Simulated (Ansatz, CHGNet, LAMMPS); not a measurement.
## How well does each level of theory give the equilibrium lattice constant a of zinc-blende CdS (metastable phase)?

Reference value: 5.832 Å (measured, room temperature, not corrected to a static lattice, sources range from 5.818 to 5.832; as tabulated in arXiv:1206.3780).

```tsv
level (code)	value (Å)
Stillinger–Weber CdTeZnSeHgS0.sw (LAMMPS)	5.835
CHGNet 0.3.0 (CHGNet)	5.940
PBE (Ansatz)	?
r²SCAN (Ansatz)	5.878
PBE0 (Ansatz)	5.881
```

Problem. Fill in the missing entries.

Solution. 
- PBE (Ansatz, an electronic-structure program), value (Å): 5.927

Differences against the reference: Stillinger–Weber CdTeZnSeHgS0.sw +0.05 %, CHGNet 0.3.0 +1.85 %, PBE +1.63 %, r²SCAN +0.79 %, PBE0 +0.84 %.

Leaving aside Stillinger–Weber CdTeZnSeHgS0.sw, which can be fitted to such values or carry a doubt: Nearest, and alike: r²SCAN (+0.79 %), PBE0 (+0.84 %). CHGNet 0.3.0 (+1.85 %) misses by most. All 4 levels lie above the reference.

The measured value isn't corrected to a static lattice, so vibrations enter the comparison. A static lattice is as a rule a little smaller than the measured one.  Stillinger–Weber CdTeZnSeHgS0.sw: the potential file covers more elements than this solid holds. Cutoffs and k meshes differ between the levels. Ansatz's density-functional and Hartree–Fock values are scalar-relativistic unless marked +SOC, with PAW data made under PBE.

Empirical potentials (Stillinger–Weber CdTeZnSeHgS0.sw) are fitted to chosen data, which need not cover the solid at hand: agreement can be built in, and what lay outside the fit can be far off. Machine-learned potentials (CHGNet 0.3.0) are trained on DFT data, which may include these solids.

Differences are worked out from the printed values.
